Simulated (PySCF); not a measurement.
diphosphorus (P2), SMILES P#P.

Geometry optimised at B3LYP-D3(BJ)/def2-TZVPD.

Vertical ionisation energy (IE) and electron affinity (EA) in eV. Rows of orbital energies are one-electron estimates. Where ΔSCF, EOM or ADC give a negative EA the extra electron is unbound and the value depends on the basis.

```csv
level,IE,EA
"−ε(HOMO), −ε(LUMO), CAM-B3LYP/def2-TZVPD (PySCF)",9.24,1.49
"−ε(HOMO), −ε(LUMO), M06-2X/def2-TZVPD (PySCF)",9.00,1.69
EOM-CCSD/aug-cc-pVDZ (PySCF),(withheld),(withheld)
ADC(2)/aug-cc-pVDZ (PySCF),10.30,0.35
```

Some entries are withheld; supply them. (The exact figures need the calculation; the answer reports its results.)


- EOM-CCSD/aug-cc-pVDZ (PySCF), IE: 10.59
- EOM-CCSD/aug-cc-pVDZ (PySCF), EA: 0.16

Beyond the first one, list the lowest photoelectron lines from ADC(2)/aug-cc-pVDZ in PySCF 2.14.0 with their pole strengths (two spins summed). (Estimate from the structure and the level; the computed values follow.)

10.46 eV (1.80), 10.46 eV (1.80), 14.28 eV (1.54), 20.53 eV (1.35).
